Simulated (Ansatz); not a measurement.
Ideal-gas functions of CH$_{3}$BS, SMILES `B1CS1` at 298.15 K and 1 bar, from an Ansatz frequency run at PBE0-D4/def2-TZVP.

Molar mass 57.91 g/mol, point group Cs (symmetry number 1), electronic degeneracy 1, moments of inertia 21.321, 42.643, 60.634 u Å². Harmonic wavenumbers (cm⁻¹, unscaled): 599, 656, 749, 898, 907, 951, 982, 1152, 1447, 2753, 3118, 3194.

Use S(trans) = R[1.5 ln M + 2.5 ln T − 1.1517]; rotational temperatures θ = 24.2544 K / I; S(rot) = R[ln(√π/σ · √(T³/θAθBθC)) + 1.5]; for each mode x = 1.438777 ν̃/T, S = R[x/(eˣ − 1) − ln(1 − e⁻ˣ)] and H = RT x/(eˣ − 1); 1 cm⁻¹ = 0.0119627 kJ/mol; R = 8.31446 J/(mol·K).

By hand: the entropy, in J/(mol·K).

Translation 159.5. Rotation: θ = 1.1376, 0.5688, 0.4 K, giving 93.9. Vibration, mode by mode: 1.89, 1.52, 1.06, 0.59, 0.57, 0.48, 0.42, 0.21, 0.06, 0.00, 0.00, 0.00, in all 6.8. Electronic 0.0. Sum 260.2 J/(mol·K).

By hand: H − E and G − E in kJ/mol, counted from the electronic energy.

Zero-point energy ½ × 17406 × 0.0119627 = 104.1; thermal vibration 1.6; translation, rotation and pV give 4 RT = 9.9. H − E = 115.6 kJ/mol, and G − E = 115.6 − 298.15 × 260.2/1000 = 38.0 kJ/mol.

Vibration gives 3 % of the entropy.
